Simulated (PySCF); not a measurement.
PySCF input for Li2, SMILES [Li][Li], PBE/pcJ-2. Coordinates come from a B3LYP-D3(BJ)/def2-TZVPD optimisation.

```python
import numpy as np
from pyscf import gto, scf, dft
from pyscf.prop.ssc import rks as ssc

mol = gto.M(
    atom='''
    Li    0.00000000    0.00000000   -1.36060540
    Li    0.00000000    0.00000000    1.36060540
    ''',
    basis='pcJ-2',
    charge=0,
    spin=0,
    max_memory=1600,
    verbose=3,
)
mf = dft.RKS(mol, xc='pbe')
mf.grids.level = 3
mf.conv_tol = 1e-10
mf.max_cycle = 100
mf.kernel()
j = ssc.SSC(mf)
j.with_fcsd = True
j.max_cycle_cphf = 80
j.conv_tol = 1e-7
e11 = j.kernel()
```

It prints:

```
converged SCF energy = -14.9546639115785
Reduced spin-spin coupling constant K (Hz)
               #0        #1
        0 Li   0.00000
        1 Li  75.28638   0.00000
Spin-spin coupling constant J (Hz)
               #0        #1
        0 Li   0.00000
        1 Li 354.82682   0.00000
```

The calculation finished and met its thresholds.

Cost: around 1.9 core-seconds (rough).
